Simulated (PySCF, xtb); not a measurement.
C4H10, SMILES CC(C)C.

Geometry optimised at B3LYP-D3(BJ)/def2-SVP.

Computed with IEF-PCM-M06-2X/def2-SVP (PySCF).

The values are the electrostatic part of the solvation free energy, E(continuum) − E(gas) at the gas-phase geometry, in a cavity of scaled van der Waals radii (PySCF's table); cavitation and dispersion terms are not included. In vacuum the orbital gap is 12.69 eV. The dipole moment in vacuum is 0.09 D.

Computed values in water (ε = 78.36), n-hexane (ε = 1.88), tetrahydrofuran (ε = 7.43):
| solvent | ε | ΔG(elec) (kcal/mol) | dipole (D) | gap (eV) |
|---|---|---|---|---|
| water | 78.36 | -0.4 | 0.11 | 12.71 |
| n-hexane | 1.88 | -0.2 | 0.10 | 12.69 |
| tetrahydrofuran | 7.43 | -0.4 | 0.10 | 12.70 |

For comparison, GFN2-xTB/ALPB(water) (xtb, at the GFN2-xTB geometry, all terms of that model) gives -0.1 kcal/mol.
